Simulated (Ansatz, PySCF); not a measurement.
Breaking a bond: H3P, SMILES P. The P1–H4 bond (P1 also carries H, H; H4 carries nothing else) is varied alone, starting from the PBE0/def2-TZVP optimised geometry.

Levels: UHF/cc-pVDZ (PySCF); RHF/cc-pVDZ (PySCF); UKS-r2SCAN = unrestricted r2SCAN/cc-pVDZ in PySCF; RKS-r2SCAN = PySCF 2.14.0 with restricted r2SCAN/cc-pVDZ; UKS-BHandHLYP = unrestricted BHandHLYP/cc-pVDZ (PySCF); RKS-BHandHLYP = restricted BHandHLYP/cc-pVDZ (PySCF); UKS-TPSSh = unrestricted TPSSh/cc-pVDZ in PySCF; RKS-TPSSh = restricted TPSSh/cc-pVDZ run with PySCF; UKS-PBE = unrestricted PBE/cc-pVDZ (Ansatz, an electronic-structure program); RKS-PBE = Ansatz with restricted PBE/cc-pVDZ; UKS-B3LYP/6-31G* = unrestricted B3LYP/6-31G*, spherical d in PySCF 2.14.0; RKS-B3LYP/6-31G* = restricted B3LYP/6-31G*, spherical d run with PySCF 2.14.0.

Scanned distances (Å): 1.06, 1.12, 1.20, 1.29, 1.32, 1.39, 1.42, 1.47, 1.50, 1.55, 1.66, 1.76, 1.93, 2.15, 2.37, 2.57, 2.85, 3.10, 3.49, 3.83, 4.28, 4.94.

Question: Where does the unrestricted solution first break spin symmetry (<S²> of 0.01 or more)?

Answer: UHF: between 1.76 and 1.93 Å; UKS-r2SCAN: between 2.15 and 2.37 Å; UKS-BHandHLYP: between 1.93 and 2.15 Å; UKS-TPSSh: between 2.15 and 2.37 Å; UKS-PBE: between 2.37 and 2.57 Å; UKS-B3LYP/6-31G*: between 2.15 and 2.37 Å.

```json
[
 {"R / Å": "1.06", "<S²> UHF": "0.00", "E(RHF) − E(UHF) / eV": "0.000", "<S²> UKS-r2SCAN": "0.00", "E(RKS-r2SCAN) − E(UKS-r2SCAN) / eV": "0.000", "<S²> UKS-BHandHLYP": "0.00", "E(RKS-BHandHLYP) − E(UKS-BHandHLYP) / eV": "0.000", "<S²> UKS-TPSSh": "0.00", "E(RKS-TPSSh) − E(UKS-TPSSh) / eV": "0.000", "<S²> UKS-PBE": "0.00", "E(RKS-PBE) − E(UKS-PBE) / eV": "0.000", "<S²> UKS-B3LYP/6-31G*": "0.00", "E(RKS-B3LYP/6-31G*) − E(UKS-B3LYP/6-31G*) / eV": "0.000"},
 {"R / Å": "1.12", "<S²> UHF": "0.00", "E(RHF) − E(UHF) / eV": "0.000", "<S²> UKS-r2SCAN": "0.00", "E(RKS-r2SCAN) − E(UKS-r2SCAN) / eV": "0.000", "<S²> UKS-BHandHLYP": "0.00", "E(RKS-BHandHLYP) − E(UKS-BHandHLYP) / eV": "0.000", "<S²> UKS-TPSSh": "0.00", "E(RKS-TPSSh) − E(UKS-TPSSh) / eV": "0.000", "<S²> UKS-PBE": "0.00", "E(RKS-PBE) − E(UKS-PBE) / eV": "0.000", "<S²> UKS-B3LYP/6-31G*": "0.00", "E(RKS-B3LYP/6-31G*) − E(UKS-B3LYP/6-31G*) / eV": "0.000"},
 {"R / Å": "1.20", "<S²> UHF": "0.00", "E(RHF) − E(UHF) / eV": "0.000", "<S²> UKS-r2SCAN": "0.00", "E(RKS-r2SCAN) − E(UKS-r2SCAN) / eV": "0.000", "<S²> UKS-BHandHLYP": "0.00", "E(RKS-BHandHLYP) − E(UKS-BHandHLYP) / eV": "0.000", "<S²> UKS-TPSSh": "0.00", "E(RKS-TPSSh) − E(UKS-TPSSh) / eV": "0.000", "<S²> UKS-PBE": "0.00", "E(RKS-PBE) − E(UKS-PBE) / eV": "0.000", "<S²> UKS-B3LYP/6-31G*": "0.00", "E(RKS-B3LYP/6-31G*) − E(UKS-B3LYP/6-31G*) / eV": "0.000"},
 {"R / Å": "1.29", "<S²> UHF": "0.00", "E(RHF) − E(UHF) / eV": "0.000", "<S²> UKS-r2SCAN": "0.00", "E(RKS-r2SCAN) − E(UKS-r2SCAN) / eV": "0.000", "<S²> UKS-BHandHLYP": "0.00", "E(RKS-BHandHLYP) − E(UKS-BHandHLYP) / eV": "0.000", "<S²> UKS-TPSSh": "0.00", "E(RKS-TPSSh) − E(UKS-TPSSh) / eV": "0.000", "<S²> UKS-PBE": "0.00", "E(RKS-PBE) − E(UKS-PBE) / eV": "0.000", "<S²> UKS-B3LYP/6-31G*": "0.00", "E(RKS-B3LYP/6-31G*) − E(UKS-B3LYP/6-31G*) / eV": "0.000"},
 {"R / Å": "1.32", "<S²> UHF": "0.00", "E(RHF) − E(UHF) / eV": "0.000", "<S²> UKS-r2SCAN": "0.00", "E(RKS-r2SCAN) − E(UKS-r2SCAN) / eV": "0.000", "<S²> UKS-BHandHLYP": "0.00", "E(RKS-BHandHLYP) − E(UKS-BHandHLYP) / eV": "0.000", "<S²> UKS-TPSSh": "0.00", "E(RKS-TPSSh) − E(UKS-TPSSh) / eV": "0.000", "<S²> UKS-PBE": "0.00", "E(RKS-PBE) − E(UKS-PBE) / eV": "0.000", "<S²> UKS-B3LYP/6-31G*": "0.00", "E(RKS-B3LYP/6-31G*) − E(UKS-B3LYP/6-31G*) / eV": "0.000"},
 {"R / Å": "1.39", "<S²> UHF": "0.00", "E(RHF) − E(UHF) / eV": "0.000", "<S²> UKS-r2SCAN": "0.00", "E(RKS-r2SCAN) − E(UKS-r2SCAN) / eV": "0.000", "<S²> UKS-BHandHLYP": "0.00", "E(RKS-BHandHLYP) − E(UKS-BHandHLYP) / eV": "0.000", "<S²> UKS-TPSSh": "0.00", "E(RKS-TPSSh) − E(UKS-TPSSh) / eV": "0.000", "<S²> UKS-PBE": "0.00", "E(RKS-PBE) − E(UKS-PBE) / eV": "0.000", "<S²> UKS-B3LYP/6-31G*": "0.00", "E(RKS-B3LYP/6-31G*) − E(UKS-B3LYP/6-31G*) / eV": "0.000"},
 {"R / Å": "1.42", "<S²> UHF": "0.00", "E(RHF) − E(UHF) / eV": "0.000", "<S²> UKS-r2SCAN": "0.00", "E(RKS-r2SCAN) − E(UKS-r2SCAN) / eV": "0.000", "<S²> UKS-BHandHLYP": "0.00", "E(RKS-BHandHLYP) − E(UKS-BHandHLYP) / eV": "0.000", "<S²> UKS-TPSSh": "0.00", "E(RKS-TPSSh) − E(UKS-TPSSh) / eV": "0.000", "<S²> UKS-PBE": "0.00", "E(RKS-PBE) − E(UKS-PBE) / eV": "0.000", "<S²> UKS-B3LYP/6-31G*": "0.00", "E(RKS-B3LYP/6-31G*) − E(UKS-B3LYP/6-31G*) / eV": "0.000"},
 {"R / Å": "1.47", "<S²> UHF": "0.00", "E(RHF) − E(UHF) / eV": "0.000", "<S²> UKS-r2SCAN": "0.00", "E(RKS-r2SCAN) − E(UKS-r2SCAN) / eV": "0.000", "<S²> UKS-BHandHLYP": "0.00", "E(RKS-BHandHLYP) − E(UKS-BHandHLYP) / eV": "0.000", "<S²> UKS-TPSSh": "0.00", "E(RKS-TPSSh) − E(UKS-TPSSh) / eV": "0.000", "<S²> UKS-PBE": "0.00", "E(RKS-PBE) − E(UKS-PBE) / eV": "0.000", "<S²> UKS-B3LYP/6-31G*": "0.00", "E(RKS-B3LYP/6-31G*) − E(UKS-B3LYP/6-31G*) / eV": "0.000"},
 {"R / Å": "1.50", "<S²> UHF": "0.00", "E(RHF) − E(UHF) / eV": "0.000", "<S²> UKS-r2SCAN": "0.00", "E(RKS-r2SCAN) − E(UKS-r2SCAN) / eV": "0.000", "<S²> UKS-BHandHLYP": "0.00", "E(RKS-BHandHLYP) − E(UKS-BHandHLYP) / eV": "0.000", "<S²> UKS-TPSSh": "0.00", "E(RKS-TPSSh) − E(UKS-TPSSh) / eV": "0.000", "<S²> UKS-PBE": "0.00", "E(RKS-PBE) − E(UKS-PBE) / eV": "0.000", "<S²> UKS-B3LYP/6-31G*": "0.00", "E(RKS-B3LYP/6-31G*) − E(UKS-B3LYP/6-31G*) / eV": "0.000"},
 {"R / Å": "1.55", "<S²> UHF": "0.00", "E(RHF) − E(UHF) / eV": "0.000", "<S²> UKS-r2SCAN": "0.00", "E(RKS-r2SCAN) − E(UKS-r2SCAN) / eV": "0.000", "<S²> UKS-BHandHLYP": "0.00", "E(RKS-BHandHLYP) − E(UKS-BHandHLYP) / eV": "0.000", "<S²> UKS-TPSSh": "0.00", "E(RKS-TPSSh) − E(UKS-TPSSh) / eV": "0.000", "<S²> UKS-PBE": "0.00", "E(RKS-PBE) − E(UKS-PBE) / eV": "0.000", "<S²> UKS-B3LYP/6-31G*": "0.00", "E(RKS-B3LYP/6-31G*) − E(UKS-B3LYP/6-31G*) / eV": "0.000"},
 {"R / Å": "1.66", "<S²> UHF": "0.00", "E(RHF) − E(UHF) / eV": "0.000", "<S²> UKS-r2SCAN": "0.00", "E(RKS-r2SCAN) − E(UKS-r2SCAN) / eV": "0.000", "<S²> UKS-BHandHLYP": "0.00", "E(RKS-BHandHLYP) − E(UKS-BHandHLYP) / eV": "0.000", "<S²> UKS-TPSSh": "0.00", "E(RKS-TPSSh) − E(UKS-TPSSh) / eV": "0.000", "<S²> UKS-PBE": "0.00", "E(RKS-PBE) − E(UKS-PBE) / eV": "0.000", "<S²> UKS-B3LYP/6-31G*": "0.00", "E(RKS-B3LYP/6-31G*) − E(UKS-B3LYP/6-31G*) / eV": "0.000"},
 {"R / Å": "1.76", "<S²> UHF": "0.00", "E(RHF) − E(UHF) / eV": "0.000", "<S²> UKS-r2SCAN": "0.00", "E(RKS-r2SCAN) − E(UKS-r2SCAN) / eV": "0.000", "<S²> UKS-BHandHLYP": "0.00", "E(RKS-BHandHLYP) − E(UKS-BHandHLYP) / eV": "0.000", "<S²> UKS-TPSSh": "0.00", "E(RKS-TPSSh) − E(UKS-TPSSh) / eV": "0.000", "<S²> UKS-PBE": "0.00", "E(RKS-PBE) − E(UKS-PBE) / eV": "0.000", "<S²> UKS-B3LYP/6-31G*": "0.00", "E(RKS-B3LYP/6-31G*) − E(UKS-B3LYP/6-31G*) / eV": "0.000"},
 {"R / Å": "1.93", "<S²> UHF": "0.02", "E(RHF) − E(UHF) / eV": "0.000", "<S²> UKS-r2SCAN": "0.00", "E(RKS-r2SCAN) − E(UKS-r2SCAN) / eV": "0.000", "<S²> UKS-BHandHLYP": "0.00", "E(RKS-BHandHLYP) − E(UKS-BHandHLYP) / eV": "0.000", "<S²> UKS-TPSSh": "0.00", "E(RKS-TPSSh) − E(UKS-TPSSh) / eV": "0.000", "<S²> UKS-PBE": "0.00", "E(RKS-PBE) − E(UKS-PBE) / eV": "0.000", "<S²> UKS-B3LYP/6-31G*": "0.00", "E(RKS-B3LYP/6-31G*) − E(UKS-B3LYP/6-31G*) / eV": "0.000"},
 {"R / Å": "2.15", "<S²> UHF": "0.51", "E(RHF) − E(UHF) / eV": "0.267", "<S²> UKS-r2SCAN": "0.00", "E(RKS-r2SCAN) − E(UKS-r2SCAN) / eV": "0.000", "<S²> UKS-BHandHLYP": "0.04", "E(RKS-BHandHLYP) − E(UKS-BHandHLYP) / eV": "0.001", "<S²> UKS-TPSSh": "0.00", "E(RKS-TPSSh) − E(UKS-TPSSh) / eV": "0.000", "<S²> UKS-PBE": "0.00", "E(RKS-PBE) − E(UKS-PBE) / eV": "0.000", "<S²> UKS-B3LYP/6-31G*": "0.00", "E(RKS-B3LYP/6-31G*) − E(UKS-B3LYP/6-31G*) / eV": "0.000"},
 {"R / Å": "2.37", "<S²> UHF": "0.75", "E(RHF) − E(UHF) / eV": "0.797", "<S²> UKS-r2SCAN": "0.32", "E(RKS-r2SCAN) − E(UKS-r2SCAN) / eV": "0.050", "<S²> UKS-BHandHLYP": "0.43", "E(RKS-BHandHLYP) − E(UKS-BHandHLYP) / eV": "0.156", "<S²> UKS-TPSSh": "0.29", "E(RKS-TPSSh) − E(UKS-TPSSh) / eV": "0.039", "<S²> UKS-PBE": "0.00", "E(RKS-PBE) − E(UKS-PBE) / eV": "0.000", "<S²> UKS-B3LYP/6-31G*": "0.15", "E(RKS-B3LYP/6-31G*) − E(UKS-B3LYP/6-31G*) / eV": "0.013"},
 {"R / Å": "2.57", "<S²> UHF": "0.86", "E(RHF) − E(UHF) / eV": "1.341", "<S²> UKS-r2SCAN": "0.57", "E(RKS-r2SCAN) − E(UKS-r2SCAN) / eV": "0.240", "<S²> UKS-BHandHLYP": "0.66", "E(RKS-BHandHLYP) − E(UKS-BHandHLYP) / eV": "0.439", "<S²> UKS-TPSSh": "0.54", "E(RKS-TPSSh) − E(UKS-TPSSh) / eV": "0.219", "<S²> UKS-PBE": "0.27", "E(RKS-PBE) − E(UKS-PBE) / eV": "0.023", "<S²> UKS-B3LYP/6-31G*": "0.47", "E(RKS-B3LYP/6-31G*) − E(UKS-B3LYP/6-31G*) / eV": "0.144"},
 {"R / Å": "2.85", "<S²> UHF": "0.94", "E(RHF) − E(UHF) / eV": "2.080", "<S²> UKS-r2SCAN": "0.77", "E(RKS-r2SCAN) − E(UKS-r2SCAN) / eV": "0.561", "<S²> UKS-BHandHLYP": "0.84", "E(RKS-BHandHLYP) − E(UKS-BHandHLYP) / eV": "0.908", "<S²> UKS-TPSSh": "0.73", "E(RKS-TPSSh) − E(UKS-TPSSh) / eV": "0.538", "<S²> UKS-PBE": "0.69", "E(RKS-PBE) − E(UKS-PBE) / eV": "0.235", "<S²> UKS-B3LYP/6-31G*": "0.74", "E(RKS-B3LYP/6-31G*) − E(UKS-B3LYP/6-31G*) / eV": "0.451"},
 {"R / Å": "3.10", "<S²> UHF": "0.98", "E(RHF) − E(UHF) / eV": "2.670", "<S²> UKS-r2SCAN": "0.87", "E(RKS-r2SCAN) − E(UKS-r2SCAN) / eV": "0.840", "<S²> UKS-BHandHLYP": "0.92", "E(RKS-BHandHLYP) − E(UKS-BHandHLYP) / eV": "1.317", "<S²> UKS-TPSSh": "0.83", "E(RKS-TPSSh) − E(UKS-TPSSh) / eV": "0.818", "<S²> UKS-PBE": "0.87", "E(RKS-PBE) − E(UKS-PBE) / eV": "0.485", "<S²> UKS-B3LYP/6-31G*": "0.87", "E(RKS-B3LYP/6-31G*) − E(UKS-B3LYP/6-31G*) / eV": "0.752"},
 {"R / Å": "3.49", "<S²> UHF": "1.00", "E(RHF) − E(UHF) / eV": "3.441", "<S²> UKS-r2SCAN": "0.96", "E(RKS-r2SCAN) − E(UKS-r2SCAN) / eV": "1.209", "<S²> UKS-BHandHLYP": "0.98", "E(RKS-BHandHLYP) − E(UKS-BHandHLYP) / eV": "1.863", "<S²> UKS-TPSSh": "0.91", "E(RKS-TPSSh) − E(UKS-TPSSh) / eV": "1.187", "<S²> UKS-PBE": "0.96", "E(RKS-PBE) − E(UKS-PBE) / eV": "0.841", "<S²> UKS-B3LYP/6-31G*": "0.96", "E(RKS-B3LYP/6-31G*) − E(UKS-B3LYP/6-31G*) / eV": "1.170"},
 {"R / Å": "3.83", "<S²> UHF": "1.01", "E(RHF) − E(UHF) / eV": "3.973", "<S²> UKS-r2SCAN": "0.99", "E(RKS-r2SCAN) − E(UKS-r2SCAN) / eV": "1.451", "<S²> UKS-BHandHLYP": "1.00", "E(RKS-BHandHLYP) − E(UKS-BHandHLYP) / eV": "2.234", "<S²> UKS-TPSSh": "0.95", "E(RKS-TPSSh) − E(UKS-TPSSh) / eV": "1.427", "<S²> UKS-PBE": "0.99", "E(RKS-PBE) − E(UKS-PBE) / eV": "1.074", "<S²> UKS-B3LYP/6-31G*": "0.99", "E(RKS-B3LYP/6-31G*) − E(UKS-B3LYP/6-31G*) / eV": "1.454"},
 {"R / Å": "4.28", "<S²> UHF": "1.01", "E(RHF) − E(UHF) / eV": "4.507", "<S²> UKS-r2SCAN": "1.00", "E(RKS-r2SCAN) − E(UKS-r2SCAN) / eV": "1.668", "<S²> UKS-BHandHLYP": "1.00", "E(RKS-BHandHLYP) − E(UKS-BHandHLYP) / eV": "2.595", "<S²> UKS-TPSSh": "1.00", "E(RKS-TPSSh) − E(UKS-TPSSh) / eV": "1.647", "<S²> UKS-PBE": "1.00", "E(RKS-PBE) − E(UKS-PBE) / eV": "1.281", "<S²> UKS-B3LYP/6-31G*": "1.00", "E(RKS-B3LYP/6-31G*) − E(UKS-B3LYP/6-31G*) / eV": "1.723"},
 {"R / Å": "4.94", "<S²> UHF": "1.01", "E(RHF) − E(UHF) / eV": "5.022", "<S²> UKS-r2SCAN": "1.01", "E(RKS-r2SCAN) − E(UKS-r2SCAN) / eV": "1.836", "<S²> UKS-BHandHLYP": "1.01", "E(RKS-BHandHLYP) − E(UKS-BHandHLYP) / eV": "2.924", "<S²> UKS-TPSSh": "1.01", "E(RKS-TPSSh) − E(UKS-TPSSh) / eV": "1.839", "<S²> UKS-PBE": "1.00", "E(RKS-PBE) − E(UKS-PBE) / eV": "1.444", "<S²> UKS-B3LYP/6-31G*": "1.00", "E(RKS-B3LYP/6-31G*) − E(UKS-B3LYP/6-31G*) / eV": "1.953"}
]
```
